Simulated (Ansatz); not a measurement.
A nudged elastic band was laid between two geometries of B₂H₄O (7 atoms, charge 0, multiplicity 1).

The calculation used RKS PBE-D4/def2-SVP in Ansatz 0.2.0.

```json
{
 "movable images": "5",
 "climbing image": "yes",
 "spring": "5.0 eV/Å²",
 "optimiser": "quadratic models (default)",
 "start path": "through a guess of the saddle point",
 "force threshold": "0.05 eV/Å",
 "iteration limit": "60",
 "end points": "relaxed"
}
```

First end point:

```xyz
7
Properties=species:S:1:pos:R:3
B -1.005 0.180 -0.650
B 0.341 0.009 0.336
O 1.427 -0.774 0.075
H -2.008 -0.502 -0.505
H -1.101 1.080 -1.470
H 0.310 0.666 1.385
H 2.097 -0.727 0.782
```

Last end point:

```xyz
7
Properties=species:S:1:pos:R:3
B -1.108 0.118 -0.854
B -0.123 0.284 0.345
O 1.170 -0.157 0.846
H -2.062 -0.644 -0.755
H -1.146 0.960 -1.742
H 1.511 0.164 1.703
H 1.819 -0.794 0.412
```

**Question.** What changes between the two ends?

**Answer.** Bonds broken: B2–H6. Bonds formed: O3–H6.

**Question.** Give the energies along the band, and the barrier.

**Answer.** It converged. The highest image is number 5 of 0 to 6, 3.97 eV above the first end and 0.04 eV above the last; the last end lies 3.92 eV above the first. The profile has 2 maxima (images 1, 5) with wells between them (image 2): this band takes more than one step, which may be the mechanism or a detour left from its start path. Neighbouring images differ by up to 3.3 eV, so the band resolves the path poorly. A vibrational analysis at the climbing image gives one clearly imaginary mode, 296i cm⁻¹: a first-order saddle point. The orbitals stay closed-shell, which can raise the energy where a bond breaks towards radicals; this wasn't checked here.

```json
{"image": "0", "path coordinate (Å)": "0.00", "energy (eV)": "0.00", "B2–H6 (Å)": "1.24", "O3–H6 (Å)": "2.24"}
{"image": "1", "path coordinate (Å)": "0.91", "energy (eV)": "0.28", "B2–H6 (Å)": "1.23", "O3–H6 (Å)": "2.30"}
{"image": "2", "path coordinate (Å)": "1.81", "energy (eV)": "0.20", "B2–H6 (Å)": "1.23", "O3–H6 (Å)": "2.12"}
{"image": "3", "path coordinate (Å)": "2.70", "energy (eV)": "0.22", "B2–H6 (Å)": "1.23", "O3–H6 (Å)": "2.03"}
{"image": "4", "path coordinate (Å)": "3.59", "energy (eV)": "3.54", "B2–H6 (Å)": "1.46", "O3–H6 (Å)": "1.39"}
{"image": "5", "path coordinate (Å)": "4.48", "energy (eV)": "3.97", "B2–H6 (Å)": "2.14", "O3–H6 (Å)": "0.98"}
{"image": "6", "path coordinate (Å)": "5.43", "energy (eV)": "3.92", "B2–H6 (Å)": "2.13", "O3–H6 (Å)": "0.98"}
```

**Question.** What is the geometry of the highest image?

**Answer.** 
```xyz
7
Properties=species:S:1:pos:R:3
B -0.977 0.332 -1.002
B -0.008 0.459 0.168
O 1.101 -0.219 0.842
H -1.540 -0.591 -0.357
H -1.550 0.881 -1.912
H 1.296 -0.066 1.787
H 1.740 -0.865 0.429
```

The band took 22 iterations and roughly 110 core-seconds.

Run time: 110 s on 1 thread of Arm Neoverse V2, with other jobs on the host, peak memory 0.11 GiB.
